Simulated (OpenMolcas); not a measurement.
# Multireference states of CB⁺, part 1 of 2

Aim: the low electronic states of CB⁺, first without spin–orbit coupling and then as Ω levels, at one distance and along the bond.

The runs use OpenMolcas 26.06; SA-CASSCF(6,8), XMS-CASPT2, RASSI; ANO-RCC-VTZP.

All values are calculated.

### Step 1. The job

C2 symmetry about the axis (a holds Σ, Δ, Γ; b holds Π, Φ, H; Σ⁺ and Σ⁻ are not told apart); roots by multiplicity and irrep: 3a 6, 5a 1, 1a 5, 3b 6, 1b 4.

Active shells: C 2s 2p, B 2s 2p.

Input file m.inp:

```
&GATEWAY
Coord
2
angstrom
C 0.0 0.0 0.0
B 0.0 0.0 1.4360
Basis=ANO-RCC-VTZP
Group=XY
RX2C
AMFI
ANGMom
0.0 0.0 0.0
RICD
&SEWARD
&GUESSORB
&RASSCF
FileOrb=$CurrDir/o31.orb
Symmetry=1
Spin=3
nActEl=6 0 0
Inactive=2 0
RAS2=4 4
CIRoot=6 6 1
Linear
Iterations=120 100
OrbListing=Nothing
PRWF=0.15
>>COPY $Project.RasOrb $CurrDir/o31.orb
>>COPY $Project.rasscf.h5 $CurrDir/r31.h5
&CASPT2
XMultistate=all
Imaginary=0.2
IPEA=0.25
MaxIter=40
>>COPY $Project.JobMix JOB001
&RASSCF
FileOrb=$CurrDir/o51.orb
Symmetry=1
Spin=5
nActEl=6 0 0
Inactive=2 0
RAS2=4 4
CIRoot=1 1 1
Linear
Iterations=120 100
OrbListing=Nothing
PRWF=0.15
>>COPY $Project.RasOrb $CurrDir/o51.orb
>>COPY $Project.rasscf.h5 $CurrDir/r51.h5
&CASPT2
XMultistate=all
Imaginary=0.2
IPEA=0.25
MaxIter=40
>>COPY $Project.JobMix JOB002
&RASSCF
FileOrb=$CurrDir/o11.orb
Symmetry=1
Spin=1
nActEl=6 0 0
Inactive=2 0
RAS2=4 4
CIRoot=5 5 1
Linear
Iterations=120 100
OrbListing=Nothing
PRWF=0.15
>>COPY $Project.RasOrb $CurrDir/o11.orb
>>COPY $Project.rasscf.h5 $CurrDir/r11.h5
&CASPT2
XMultistate=all
Imaginary=0.2
IPEA=0.25
MaxIter=40
>>COPY $Project.JobMix JOB003
&RASSCF
FileOrb=$CurrDir/o32.orb
Symmetry=2
Spin=3
nActEl=6 0 0
Inactive=2 0
RAS2=4 4
CIRoot=6 6 1
Linear
Iterations=120 100
OrbListing=Nothing
PRWF=0.15
>>COPY $Project.RasOrb $CurrDir/o32.orb
>>COPY $Project.rasscf.h5 $CurrDir/r32.h5
&CASPT2
XMultistate=all
Imaginary=0.2
IPEA=0.25
MaxIter=40
>>COPY $Project.JobMix JOB004
&RASSCF
FileOrb=$CurrDir/o12.orb
Symmetry=2
Spin=1
nActEl=6 0 0
Inactive=2 0
RAS2=4 4
CIRoot=4 4 1
Linear
Iterations=120 100
OrbListing=Nothing
PRWF=0.15
>>COPY $Project.RasOrb $CurrDir/o12.orb
>>COPY $Project.rasscf.h5 $CurrDir/r12.h5
&CASPT2
XMultistate=all
Imaginary=0.2
IPEA=0.25
MaxIter=40
>>COPY $Project.JobMix JOB005
&RASSI
Nr of JobIphs=5 6 1 5 6 4
1 2 3 4 5 6
1
1 2 3 4 5
1 2 3 4 5 6
1 2 3 4
SpinOrbit
EJob
Omega
MEES
MESO
Properties=4
'AngMom' 3 'Mltpl  1' 1 'Mltpl  1' 2 'Mltpl  1' 3
Thrs=1.0d-4
>>COPY $Project.rassi.h5 $CurrDir/so.h5
```

Each module block was a call of its own in one work directory; start orbitals came from a preliminary run.

Run with:

```console
pymolcas m.inp
```

### Step 2. The spin-free blocks

Output, in excerpt:

```text
++    Wave function specifications:
      Number of closed shell electrons           4
      Number of electrons in active shells       6
      Number of inactive orbitals                2
      Number of active orbitals                  8
      Number of secondary orbitals              50
      Spin quantum number                      1.0
      State symmetry                             1
++    Orbital specifications:
      Symmetry species                           1   2
                                                 a   b
      Frozen orbitals                            0   0
      Inactive orbitals                          2   0
      Active orbitals                            4   4
      RAS2 orbitals                              4   4
      Secondary orbitals                        26  24
      Number of basis functions                 32  28
      printout of CI-coefficients larger than  0.15 for root  1
      energy=     -62.089504
      conf/sym  1111 2222     Coeff  Weight
           115  0ud2 uu00  -0.69334 0.48073
           121  0022 uu00  -0.59353 0.35228
           352  0uu2 du00   0.18932 0.03584
      printout of CI-coefficients larger than  0.15 for root  2
      energy=     -62.009105
      conf/sym  1111 2222     Coeff  Weight
           352  0uu2 du00  -0.54845 0.30080
           353  0uu2 ud00  -0.77563 0.60160
      printout of CI-coefficients larger than  0.15 for root  3
      energy=     -62.009105
      conf/sym  1111 2222     Coeff  Weight
           351  0uu2 2000  -0.67172 0.45120
           354  0uu2 0200   0.67172 0.45120
      printout of CI-coefficients larger than  0.15 for root  4
      energy=     -62.003320
      conf/sym  1111 2222     Coeff  Weight
           121  0022 uu00  -0.37068 0.13741
           352  0uu2 du00  -0.70475 0.49667
           353  0uu2 ud00   0.49833 0.24833
      printout of CI-coefficients larger than  0.15 for root  5
      energy=     -61.991034
      conf/sym  1111 2222     Coeff  Weight
           351  0uu2 2000   0.66465 0.44176
           354  0uu2 0200   0.66465 0.44176
      printout of CI-coefficients larger than  0.15 for root  6
      energy=     -61.903821
      conf/sym  1111 2222     Coeff  Weight
           115  0ud2 uu00  -0.58099 0.33754
           121  0022 uu00   0.54261 0.29443
           123  0022 0uu0   0.23896 0.05710
           124  0022 u00u  -0.23896 0.05710
           352  0uu2 du00  -0.29406 0.08647
           353  0uu2 ud00   0.20793 0.04324
      Natural orbitals and occupation numbers for root  1
      sym 1:   0.015948   0.431163   1.547719   1.971394
      sym 2:   0.975131   0.975131   0.041757   0.041757
      Natural orbitals and occupation numbers for root  2
      sym 1:   0.015182   0.981466   1.014761   1.972368
      sym 2:   0.954192   0.954192   0.053919   0.053919
      Natural orbitals and occupation numbers for root  3
      sym 1:   0.015182   0.981466   1.014761   1.972368
      sym 2:   0.954192   0.954192   0.053919   0.053919
      Natural orbitals and occupation numbers for root  4
      sym 1:   0.022368   0.809312   1.181948   1.961107
      sym 2:   0.958011   0.958011   0.054622   0.054622
      Natural orbitals and occupation numbers for root  5
      sym 1:   0.016613   0.976664   1.019422   1.948896
      sym 2:   0.954298   0.954298   0.064905   0.064905
      Natural orbitals and occupation numbers for root  6
      sym 1:   0.020841   0.300595   1.659254   1.963454
      sym 2:   0.939337   0.939337   0.088590   0.088590
      RASSCF energy for state  6                    -61.90382144
::    RASSCF root number  1 Total energy:    -62.08950412
::    RASSCF root number  2 Total energy:    -62.00910460
::    RASSCF root number  3 Total energy:    -62.00910460
::    RASSCF root number  4 Total energy:    -62.00331979
::    RASSCF root number  5 Total energy:    -61.99103418
::    RASSCF root number  6 Total energy:    -61.90382144
      Von Neumann Entropy (Root   1) =  2.08316
++    Wave function specifications:
      Number of closed shell electrons           0
      Number of electrons in active shells       6
      Number of inactive orbitals                0
      Number of active orbitals                  8
      Number of secondary orbitals              50
      Spin quantum number                      1.0
      State symmetry                             1
      Number of CSFs                           744
      Number of CASSCF root(s) available         6
      CASPT2 state passed to geometry opt.       6
      A file JOBMIX will be created
      This is a MULTI-STATE CASSCF reference
      Number of CI roots used                    6
      These are:                                 1   2   3   4   5   6
      Off-diagonal elements of Heff are computed
  FINAL CASPT2 RESULT:
      Reference energy:         -62.0895041151
      E2 (Non-variational):      -0.0880283003
      Shift correction:          -0.0009360807
      E2 (Variational):          -0.0889643811
      Total energy:             -62.1784684962
      Reference weight:           0.96408
  FINAL CASPT2 RESULT:
      Reference energy:         -62.0091045994
      E2 (Non-variational):      -0.0797787887
      Shift correction:          -0.0006635192
      E2 (Variational):          -0.0804423080
      Total energy:             -62.0895469073
      Reference weight:           0.96964
  FINAL CASPT2 RESULT:
      Reference energy:         -62.0091045994
      E2 (Non-variational):      -0.0798193522
      Shift correction:          -0.0006640132
      E2 (Variational):          -0.0804833655
      Total energy:             -62.0895879648
      Reference weight:           0.96962
  FINAL CASPT2 RESULT:
      Reference energy:         -62.0033197929
      E2 (Non-variational):      -0.0842211521
      Shift correction:          -0.0007115956
      E2 (Variational):          -0.0849327477
      Total energy:             -62.0882525406
      Reference weight:           0.96796
  FINAL CASPT2 RESULT:
      Reference energy:         -61.9910341779
      E2 (Non-variational):      -0.0739804104
      Shift correction:          -0.0006138377
      E2 (Variational):          -0.0745942481
      Total energy:             -62.0656284260
      Reference weight:           0.97257
  FINAL CASPT2 RESULT:
      Reference energy:         -61.9038214390
      E2 (Non-variational):      -0.0833651975
      Shift correction:          -0.0011305269
      E2 (Variational):          -0.0844957244
      Total energy:             -61.9883171634
      Reference weight:           0.96513
       Total XMS-CASPT2 energies:
::    XMS-CASPT2 Root  1     Total energy:    -62.16458143
::    XMS-CASPT2 Root  2     Total energy:    -62.08958799
::    XMS-CASPT2 Root  3     Total energy:    -62.08954688
::    XMS-CASPT2 Root  4     Total energy:    -62.08833454
::    XMS-CASPT2 Root  5     Total energy:    -62.06562843
::    XMS-CASPT2 Root  6     Total energy:    -62.00212223
++    Wave function specifications:
      Number of closed shell electrons           4
      Number of electrons in active shells       6
      Number of inactive orbitals                2
      Number of active orbitals                  8
      Number of secondary orbitals              50
      Spin quantum number                      2.0
      State symmetry                             1
      printout of CI-coefficients larger than  0.15 for root  1
      energy=     -62.096239
      conf/sym  1111 2222     Coeff  Weight
            85  0uu2 uu00   0.97961 0.95963
      Natural orbitals and occupation numbers for root  1
      sym 1:   0.016332   0.995502   1.000859   1.966943
      sym 2:   0.986877   0.986877   0.023305   0.023305
      RASSCF energy for state  1                    -62.09623881
::    RASSCF root number  1 Total energy:    -62.09623881
      Von Neumann Entropy (Root   1) =  2.23646
++    Wave function specifications:
      Number of closed shell electrons           0
      Number of electrons in active shells       6
      Number of inactive orbitals                0
      Number of active orbitals                  8
      Number of secondary orbitals              50
      Spin quantum number                      2.0
      State symmetry                             1
      Number of CSFs                           212
      Number of CASSCF root(s) available         1
      CASPT2 state passed to geometry opt.       1
      A file JOBMIX will be created
      This is a CASSCF or RASSCF reference function
  FINAL CASPT2 RESULT:
      Reference energy:         -62.0962388083
      E2 (Non-variational):      -0.0631532838
      Shift correction:          -0.0004186844
      E2 (Variational):          -0.0635719682
      Total energy:             -62.1598107765
      Reference weight:           0.97782
++    Wave function specifications:
      Number of closed shell electrons           4
      Number of electrons in active shells       6
      Number of inactive orbitals                2
      Number of active orbitals                  8
      Number of secondary orbitals              50
      Spin quantum number                      0.0
      State symmetry                             1
      printout of CI-coefficients larger than  0.15 for root  1
      energy=     -62.046571
      conf/sym  1111 2222     Coeff  Weight
           171  0202 2000   0.24402 0.05955
           173  0202 0200  -0.24402 0.05955
           201  0022 2000  -0.58138 0.33800
           202  0022 ud00   0.27521 0.07574
           203  0022 0200   0.58138 0.33800
      printout of CI-coefficients larger than  0.15 for root  2
      energy=     -62.046571
      conf/sym  1111 2222     Coeff  Weight
           172  0202 ud00  -0.34510 0.11909
           201  0022 2000   0.19461 0.03787
           202  0022 ud00   0.82219 0.67600
           203  0022 0200  -0.19461 0.03787
      printout of CI-coefficients larger than  0.15 for root  3
      energy=     -62.032909
      conf/sym  1111 2222     Coeff  Weight
           171  0202 2000  -0.23637 0.05587
           173  0202 0200  -0.23637 0.05587
           201  0022 2000   0.60405 0.36488
           203  0022 0200   0.60405 0.36487
           481  0002 2200  -0.15507 0.02405
      printout of CI-coefficients larger than  0.15 for root  4
      energy=     -61.960526
      conf/sym  1111 2222     Coeff  Weight
           175  0202 0ud0  -0.16904 0.02857
           177  0202 u00d   0.16904 0.02857
           205  0022 0ud0   0.28986 0.08402
           207  0022 u00d  -0.28986 0.08402
           295  0uu2 dd00  -0.84962 0.72186
      printout of CI-coefficients larger than  0.15 for root  5
      energy=     -61.923157
      conf/sym  1111 2222     Coeff  Weight
            10  0222 0000   0.79783 0.63653
           171  0202 2000  -0.26318 0.06927
           173  0202 0200  -0.26318 0.06927
           191  0ud2 2000   0.17780 0.03161
           193  0ud2 0200   0.17780 0.03161
           194  0ud2 u0d0  -0.15971 0.02551
           198  0ud2 0u0d  -0.15971 0.02551
      Natural orbitals and occupation numbers for root  1
      sym 1:   0.012101   0.347421   1.629992   1.973080
      sym 2:   0.952753   0.952754   0.065950   0.065950
      Natural orbitals and occupation numbers for root  2
      sym 1:   0.012101   0.347421   1.629992   1.973080
      sym 2:   0.952753   0.952754   0.065950   0.065950
      Natural orbitals and occupation numbers for root  3
      sym 1:   0.012029   0.318927   1.616919   1.951498
      sym 2:   0.977969   0.977965   0.072346   0.072346
      Natural orbitals and occupation numbers for root  4
      sym 1:   0.015877   0.880338   1.113297   1.977650
      sym 2:   0.865171   0.865171   0.141248   0.141248
      Natural orbitals and occupation numbers for root  5
      sym 1:   0.015548   1.873937   1.391653   1.967602
      sym 2:   0.319183   0.319183   0.056447   0.056447
      RASSCF energy for state  5                    -61.92315720
::    RASSCF root number  1 Total energy:    -62.04657050
::    RASSCF root number  2 Total energy:    -62.04657050
::    RASSCF root number  3 Total energy:    -62.03290906
::    RASSCF root number  4 Total energy:    -61.96052621
::    RASSCF root number  5 Total energy:    -61.92315720
      Von Neumann Entropy (Root   1) =  2.08698
++    Wave function specifications:
      Number of closed shell electrons           0
      Number of electrons in active shells       6
      Number of inactive orbitals                0
      Number of active orbitals                  8
      Number of secondary orbitals              50
      Spin quantum number                      0.0
      State symmetry                             1
      Number of CSFs                           600
      Number of CASSCF root(s) available         5
      CASPT2 state passed to geometry opt.       5
      A file JOBMIX will be created
      This is a MULTI-STATE CASSCF reference
      Number of CI roots used                    5
      These are:                                 1   2   3   4   5
      Off-diagonal elements of Heff are computed
  FINAL CASPT2 RESULT:
      Reference energy:         -62.0465705029
      E2 (Non-variational):      -0.0829500405
      Shift correction:          -0.0007357190
      E2 (Variational):          -0.0836857595
      Total energy:             -62.1302562624
      Reference weight:           0.96768
  FINAL CASPT2 RESULT:
      Reference energy:         -62.0465705029
      E2 (Non-variational):      -0.0828599167
      Shift correction:          -0.0007349810
      E2 (Variational):          -0.0835948976
      Total energy:             -62.1301654006
      Reference weight:           0.96774
  FINAL CASPT2 RESULT:
      Reference energy:         -62.0329090586
      E2 (Non-variational):      -0.0883496830
      Shift correction:          -0.0011229062
      E2 (Variational):          -0.0894725893
      Total energy:             -62.1223816478
      Reference weight:           0.96245
  FINAL CASPT2 RESULT:
      Reference energy:         -61.9605262064
      E2 (Non-variational):      -0.0889711593
      Shift correction:          -0.0011481666
      E2 (Variational):          -0.0901193259
      Total energy:             -62.0506455323
      Reference weight:           0.96170
  FINAL CASPT2 RESULT:
      Reference energy:         -61.9231572011
      E2 (Non-variational):      -0.0848749749
      Shift correction:          -0.0017553921
      E2 (Variational):          -0.0866303670
      Total energy:             -62.0097875682
      Reference weight:           0.96024
       Total XMS-CASPT2 energies:
::    XMS-CASPT2 Root  1     Total energy:    -62.13025626
::    XMS-CASPT2 Root  2     Total energy:    -62.13016540
::    XMS-CASPT2 Root  3     Total energy:    -62.11201399
::    XMS-CASPT2 Root  4     Total energy:    -62.05064553
::    XMS-CASPT2 Root  5     Total energy:    -62.02015523
++    Wave function specifications:
      Number of closed shell electrons           4
      Number of electrons in active shells       6
      Number of inactive orbitals                2
      Number of active orbitals                  8
      Number of secondary orbitals              50
      Spin quantum number                      1.0
      State symmetry                             2
      printout of CI-coefficients larger than  0.15 for root  1
      energy=     -62.033874
      conf/sym  1111 2222     Coeff  Weight
            77  0u22 u000  -0.23703 0.05618
            78  0u22 0u00  -0.89852 0.80734
           529  0u02 2u00   0.18508 0.03426
      printout of CI-coefficients larger than  0.15 for root  2
      energy=     -62.033874
      conf/sym  1111 2222     Coeff  Weight
            77  0u22 u000  -0.89852 0.80734
            78  0u22 0u00   0.23703 0.05618
           530  0u02 u200  -0.18508 0.03426
      printout of CI-coefficients larger than  0.15 for root  3
      energy=     -61.996107
[... the kept output breaks off here ...]
```

Spin-free states (degenerate pairs once); dipoles are positive if B is the positive end, about the centre of mass.

```json
{"state": "(1)3Σ", "CASSCF root of the same rank (eV)": "0.18", "XMS-CASPT2 (eV)": "0.000", "μ of the rotated CASSCF state (D)": "1.35"}
{"state": "(1)5Σ", "CASSCF root of the same rank (eV)": "0.00", "XMS-CASPT2 (eV)": "0.130", "μ of the rotated CASSCF state (D)": "0.70"}
{"state": "(1)1Δ", "CASSCF root of the same rank (eV)": "1.35", "XMS-CASPT2 (eV)": "0.934", "μ of the rotated CASSCF state (D)": "0.85"}
{"state": "(1)3Π", "CASSCF root of the same rank (eV)": "1.70", "XMS-CASPT2 (eV)": "1.162", "μ of the rotated CASSCF state (D)": "1.36"}
{"state": "(1)1Σ", "CASSCF root of the same rank (eV)": "1.72", "XMS-CASPT2 (eV)": "1.430", "μ of the rotated CASSCF state (D)": "0.96"}
{"state": "(1)1Π", "CASSCF root of the same rank (eV)": "2.52", "XMS-CASPT2 (eV)": "1.789", "μ of the rotated CASSCF state (D)": "2.09"}
{"state": "(1)3Δ", "CASSCF root of the same rank (eV)": "2.37", "XMS-CASPT2 (eV)": "2.041", "μ of the rotated CASSCF state (D)": "0.13"}
{"state": "(2)3Σ", "CASSCF root of the same rank (eV)": "2.53", "XMS-CASPT2 (eV)": "2.075", "μ of the rotated CASSCF state (D)": "1.39"}
{"state": "(2)3Π", "CASSCF root of the same rank (eV)": "2.72", "XMS-CASPT2 (eV)": "2.260", "μ of the rotated CASSCF state (D)": "2.30"}
{"state": "(3)3Σ", "CASSCF root of the same rank (eV)": "2.86", "XMS-CASPT2 (eV)": "2.693", "μ of the rotated CASSCF state (D)": "-0.03"}
{"state": "(2)1Σ", "CASSCF root of the same rank (eV)": "3.69", "XMS-CASPT2 (eV)": "3.100", "μ of the rotated CASSCF state (D)": "0.08"}
{"state": "(2)1Π", "CASSCF root of the same rank (eV)": "4.39", "XMS-CASPT2 (eV)": "3.666", "μ of the rotated CASSCF state (D)": "1.82"}
{"state": "(3)1Σ", "CASSCF root of the same rank (eV)": "4.71", "XMS-CASPT2 (eV)": "3.930", "μ of the rotated CASSCF state (D)": "-0.76"}
{"state": "(4)3Σ", "CASSCF root of the same rank (eV)": "5.24", "XMS-CASPT2 (eV)": "4.421", "μ of the rotated CASSCF state (D)": "3.55"}
{"state": "(3)3Π", "CASSCF root of the same rank (eV)": "5.02", "XMS-CASPT2 (eV)": "4.620", "μ of the rotated CASSCF state (D)": "-2.43"}
```

XMS-CASPT2 splits the two components of a degenerate state by up to 20 cm⁻¹ here, an artefact of the lowered symmetry; the lower one is listed, and the split carries into the Ω levels (unreadable Ω is marked ?).

State-averaged natural occupations by block (full and empty orbitals left out): 3a: 0.02 0.82 1.16 1.96 0.95 0.95 0.07 0.07; 5a: 0.02 1.00 1.00 1.97 0.99 0.99 0.02 0.02; 1a: 0.02 0.73 1.50 1.96 0.81 0.81 0.08 0.08; 3b: 0.02 0.93 1.29 1.95 0.82 0.82 0.09 0.09; 1b: 0.02 0.57 1.38 1.95 0.97 0.97 0.06 0.06. Reference weights run from 0.960 to 0.978.

(Continued in part 2 of 2.)
